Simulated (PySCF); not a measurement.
AlH4 (charge -1).
Structure used (PBE0-D3(BJ)/def2-TZVP), in Å, numbered top down from 1:
```xyz
5
AlH4 angstrom
Al     0.0055    0.0016   -0.0166
H      0.5888    1.2090   -0.9721
H     -1.0712    0.6261    1.0613
H      1.2501   -0.7037    0.7986
H     -0.7449   -1.1245   -0.9544
```

All values: wB97X-D/pcSseg-2 (PySCF, non-relativistic), on one gas-phase PBE0-D3(BJ)/def2-TZVP geometry that isn't relaxed in the solvent. The solvent is an IEF-PCM continuum (van der Waals radii × 1.2). Specific hydrogen bonds and non-electrostatic terms are outside this model.

Gas phase at wB97X-D/pcSseg-2: HOMO -4.28 eV, LUMO 6.74 eV.

**Question.** What does the continuum do to the energy and the frontier levels at wB97X-D/pcSseg-2 in chloroform?

**Answer.** 
| solvent | ε | E(solvent) − E(gas) (kJ/mol) | polarisation term (kJ/mol) | distortion of the solute (kJ/mol) | HOMO (eV) | LUMO (eV) |
| --- | --- | --- | --- | --- | --- | --- |
| chloroform | 4.711 | -190.80 | -193.26 | 2.46 | -8.35 | 3.49 |

Polarisation term: ½ Σ q·V over the induced surface charges. Distortion: the rise of the solute's own energy as its density leaves the gas-phase optimum.

**Question.** Which radius a makes Born's formula ΔE = −(q²/2a)(1 − 1/ε) give the value in chloroform?

**Answer.** a = q²(1 − 1/ε)/(2|ΔE|) = 2.87 Å, with q = -1 e and |ΔE| = 0.0727 Eh; the farthest nucleus lies 1.65 Å from the centroid of the nuclei. The formula assumes a point charge at the centre of a sphere.

On one thread of an Arm Neoverse N1, shared host with 64 logical CPUs at a one-minute load of 55, this took 3.6 s of wall time and 0.36 GiB of memory at its peak. This is the whole shielding run at wB97X-D/pcSseg-2 in chloroform, SCF included.

wB97X-D is run here without its empirical dispersion term; that term would change no orbital, density or response property at a fixed geometry.
